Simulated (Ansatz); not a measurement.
## Isomers

Structures of CH4BO, doublet, relaxed at PBE0-D4/def2-TZVP (vibrations not checked; lower isomers may exist, and structures with a doubtful reference or unclear bonds are left out). Computed with Ansatz 0.2.0 (basis: def2-TZVPP); correlated methods freeze the cores; orbitals are unrestricted. B3LYP uses VWN-RPA correlation.

Q: Rank them by CCSD(T) energy, lowest first, and give each one's height above the lowest. Links in brackets join atoms within 1.22 times the sum of their covalent radii (1.1 for two metals). (Judge from chemistry; the value comes from the calculation.)
A.
a complex of CH₂BO ([CH2][B][O]) + H₂
```
7
angstrom
C -0.8729 -0.1251 -0.7967
B 0.4065 -0.5037 -0.1250
O 1.4415 -0.8059 0.4210
H -1.3503 -0.7735 -1.5208
H -1.3680 0.8139 -0.5815
H 0.4120 2.3666 1.7333
H 0.8825 1.7872 1.6974
```
B.
a complex of CH₂B ([BH][CH]) + H₂O
```
7
angstrom
B -0.5124 0.9351 -0.5869
C 0.1543 1.1514 0.5696
O 1.2594 -1.9402 0.3141
H -1.0859 0.7205 -1.5861
H 0.6120 -2.4867 0.7643
H 0.6718 1.3745 1.4795
H 0.8773 -1.0525 0.3128
```
C.
a complex of CH₂B ([B][CH2]) + H₂O
```
7
angstrom
B 0.2934 -1.6063 0.7068
C 0.9605 -0.3997 0.8260
O -1.2068 0.5617 -1.4267
H -0.7213 0.2973 -0.6334
H -2.0341 0.9258 -1.1056
H 0.8985 0.1952 1.7326
H 1.6156 -0.0311 0.0413
```
D.
CH₄BO ([CH2][BH][OH])
```
7
angstrom
B 0.3312 0.1399 0.3109
C -0.8371 0.3164 -0.6595
O 0.8246 -1.1167 0.4985
H -1.2885 1.2812 -0.8663
H -1.2771 -0.5212 -1.1945
H 0.8190 1.0666 0.9040
H 1.5546 -1.1418 1.1205
```

A: Computed: D (0.0 kJ/mol), A (67.9 kJ/mol), B (333.3 kJ/mol), C (381.0 kJ/mol). Heights count from the lowest.

Q: Do PBE-D4, r2SCAN-D4, PBE0-D4, B3LYP-D4, wB97M-V, HF, MP2 give the same order? (Judge from chemistry; the calculation decides.)

A: Computed: All do.

The T1 diagnostic stays at or below 0.033. ⟨S²⟩ of the unrestricted Hartree–Fock references: 0.76 to 0.90 (a pure state has 0.75). The unrestricted reference is spin-contaminated, which hurts MP2 most.

For scale, one of the runs: CCSD(T)/def2-TZVPP, 149 basis functions, launched by `ansatz run in.yaml --threads 2 --pin off --events-out ev --progress --plain --max-ram 4352MiB`. Hardware: 2 CPU threads of an Arm Neoverse V1, shared host. Wall time 86 s; peak host memory 2.3 GiB.
